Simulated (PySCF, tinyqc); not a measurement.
G0W0 on RHF in the sto-3g basis, for CH2, spin multiplicity 1, step by step. The lowest restricted solution is unstable here: a spin-polarised one lies 0.0250 hartree lower (PySCF). One step of it, computed by the program tinyqc.

Task: Iteration 1: diagonalisation and new density. Diagonalise F' = X^T F X, C = X C', fill 4 alpha and 4 beta electrons from the bottom; D = 2 C_occ C_occ^T. Each column has its largest component positive (the first on a tie).

Fock matrix F (hartree), order 1C 1s, 1C 2s, 1C 2px, 1C 2py, 1C 2pz, 2H 1s, 3H 1s:
$$\begin{pmatrix}
-10.929286 & -2.949342 & 0.000000 & 0.000373 & -0.009668 & -0.536287 & -0.557746 \\
-2.949342 & -1.504729 & 0.000000 & 0.003162 & -0.100815 & -0.619249 & -0.635316 \\
0.000000 & 0.000000 & 0.080684 & 0.000000 & 0.000000 & 0.000000 & 0.000000 \\
0.000373 & 0.003162 & 0.000000 & -0.044651 & 0.001996 & -0.240891 & 0.245552 \\
-0.009668 & -0.100815 & 0.000000 & 0.001996 & 0.014134 & -0.198709 & -0.201809 \\
-0.536287 & -0.619249 & 0.000000 & -0.240891 & -0.198709 & -0.330922 & -0.216513 \\
-0.557746 & -0.635316 & 0.000000 & 0.245552 & -0.201809 & -0.216513 & -0.343493
\end{pmatrix}$$

X, order 1C 1s, 1C 2s, 1C 2px, 1C 2py, 1C 2pz, 2H 1s, 3H 1s:
$$\begin{pmatrix}
1.026615 & -0.148253 & 0.000000 & 0.000270 & -0.010991 & 0.023669 & 0.024062 \\
-0.148253 & 1.200889 & 0.000000 & -0.003663 & 0.102442 & -0.262209 & -0.271477 \\
0.000000 & 0.000000 & 1.000000 & 0.000000 & 0.000000 & 0.000000 & 0.000000 \\
0.000270 & -0.003663 & 0.000000 & 1.114797 & -0.001893 & -0.217323 & 0.223295 \\
-0.010991 & 0.102442 & 0.000000 & -0.001893 & 1.059412 & -0.153107 & -0.157606 \\
0.023669 & -0.262209 & 0.000000 & -0.217323 & -0.153107 & 1.169142 & -0.020352 \\
0.024062 & -0.271477 & 0.000000 & 0.223295 & -0.157606 & -0.020352 & 1.178081
\end{pmatrix}$$

Give: F' = X^T F X; orbital energies; coefficients C; D after iteration 1.

Result:

F' = X^T F X (hartree):
$$\begin{pmatrix}
-10.6994 & -1.5448 & 0.0000 & 0.0003 & -0.0274 & -0.0513 & -0.0572 \\
-1.5448 & -0.7238 & 0.0000 & -0.0022 & 0.0682 & -0.3808 & -0.3927 \\
0.0000 & 0.0000 & 0.0807 & 0.0000 & 0.0000 & 0.0000 & 0.0000 \\
0.0003 & -0.0022 & 0.0000 & 0.1717 & -0.0010 & -0.3014 & 0.3079 \\
-0.0274 & 0.0682 & 0.0000 & -0.0010 & 0.1251 & -0.2121 & -0.2171 \\
-0.0513 & -0.3808 & 0.0000 & -0.3014 & -0.2121 & 0.0138 & -0.0641 \\
-0.0572 & -0.3927 & 0.0000 & 0.3079 & -0.2171 & -0.0641 & 0.0174
\end{pmatrix}$$

orbital energies (hartree): MO1 -10.9354, MO2 -0.8550, MO3 -0.3076, MO4 -0.0805, MO5 0.0807, MO6 0.5225, MO7 0.5607

coefficients C, order 1C 1s, 1C 2s, 1C 2px, 1C 2py, 1C 2pz, 2H 1s, 3H 1s:
$$\begin{pmatrix}
0.9930 & -0.2341 & -0.0016 & 0.1263 & 0.0000 & 0.1390 & 0.0311 \\
0.0286 & 0.7746 & 0.0086 & -0.5988 & 0.0000 & -0.7902 & -0.1820 \\
0.0000 & 0.0000 & 0.0000 & 0.0000 & 1.0000 & 0.0000 & 0.0000 \\
-0.0001 & -0.0028 & 0.5135 & -0.0010 & 0.0000 & -0.2145 & 1.0150 \\
0.0034 & 0.0828 & -0.0014 & 0.6997 & 0.0000 & -0.8087 & -0.1756 \\
-0.0049 & 0.2300 & 0.4831 & 0.3492 & 0.0000 & 0.8946 & -0.5466 \\
-0.0050 & 0.2371 & -0.4782 & 0.3447 & 0.0000 & 0.5998 & 0.8797
\end{pmatrix}$$

D after iteration 1, order 1C 1s, 1C 2s, 1C 2px, 1C 2py, 1C 2pz, 2H 1s, 3H 1s:
$$\begin{pmatrix}
2.1138 & -0.4572 & 0.0000 & -0.0008 & 0.1447 & -0.0307 & -0.0323 \\
-0.4572 & 1.9192 & 0.0000 & 0.0057 & -0.7096 & -0.0539 & -0.0541 \\
0.0000 & 0.0000 & 0.0000 & 0.0000 & 0.0000 & 0.0000 & 0.0000 \\
-0.0008 & 0.0057 & 0.0000 & 0.5273 & -0.0033 & 0.4941 & -0.4930 \\
0.1447 & -0.7096 & 0.0000 & -0.0033 & 0.9929 & 0.5254 & 0.5229 \\
-0.0307 & -0.0539 & 0.0000 & 0.4941 & 0.5254 & 0.8165 & -0.1121 \\
-0.0323 & -0.0541 & 0.0000 & -0.4930 & 0.5229 & -0.1121 & 0.8074
\end{pmatrix}$$
